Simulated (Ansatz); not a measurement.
**Other spins and charges of HB–CH$_{2}$, triplet at one geometry**

Geometry (PBE0/def2-TZVP stationary point for this spin, not checked as a minimum):

```xyz
5

B     0.0000   -0.1667    0.8218
C     0.0000    0.0690   -0.6707
H     0.0000    0.6438    1.6981
H     0.0000    1.0623   -1.1234
H     0.0000   -0.7400   -1.3974
```

Basis cc-pVDZ; Ansatz 0.2.0. Only valence electrons are correlated (noble-gas cores frozen). R marks a restricted (for open shells ROHF) determinant, U an unrestricted one. Active spaces: valence = (10e, 11o) chosen from the atoms' valence shells.

Gaps are energies of the second state less the first, at fixed atoms, for a selection of the levels run; each method lands on the state that its own search finds for that charge and spin.

For open shells CISD is restricted-active-space CI with the open shells as a complete middle space.

Removing an electron, to the quartet: 12.676 eV at UCCSDT(Q).

```csv
level,gap (eV),error (meV)
UHF,12.227,-449
CISD,12.692,16
UCCSD,12.720,44
RCCSDT,12.682,6
RCCSDT(Q),12.677,1
CASSCF (valence space),12.006,-670
PBE,12.515,-161
r2SCAN,12.603,-73
PBE0,12.747,71
RPA-PBE,12.697,21
```

Removing an electron, to the doublet: 7.991 eV at UCCSDT(Q).

```tsv
level	gap (eV)	error (meV)
RHF	7.745	-246
UHF	7.764	-227
RMP2	7.979	-12
UMP2	7.974	-17
CISD	7.976	-15
RCCSD	7.998	7
UCCSD	7.998	7
RCCSD(T)	7.993	2
UCCSD(T)	7.994	3
BCCD(T)	7.994	3
RCCSDT	7.991	0
UCCSDT	7.992	1
RCCSDT(Q)	7.991	0
CASSCF (valence space)	7.250	-741
NEVPT2 (valence space)	7.740	-251
PBE	8.104	113
r2SCAN	8.251	260
PBE0	8.190	199
B3LYP	8.140	149
wB97M-V	7.926	-65
B2PLYP	8.019	28
RPA-PBE	8.127	136
```

Quintet less triplet: 7.001 eV at UCCSDT(Q).

```csv
level,gap (eV),error (meV)
RMP2,7.119,118
UMP2,7.085,84
CISD,7.029,28
UCCSD(T),7.010,9
RCCSDT,7.005,4
RCCSDT(Q),7.002,1
r2SCAN,6.674,-327
PBE0,6.866,-135
B3LYP,7.071,70
B2PLYP,7.141,140
```

In so small a basis the reference is far from its limit while semilocal and hybrid functionals are nearer theirs (RPA and double hybrids share much of the reference's basis error), so the functionals' errors here hold much of the reference's basis and frozen-core error, which can add to them or hide them.

Full CI isn't at hand for all of this; UCCSDT(Q) serves as the reference, and is uncertain by about the last step of the cluster series. The frozen core follows each run's orbitals, which can shift R against U totals by a few meV.
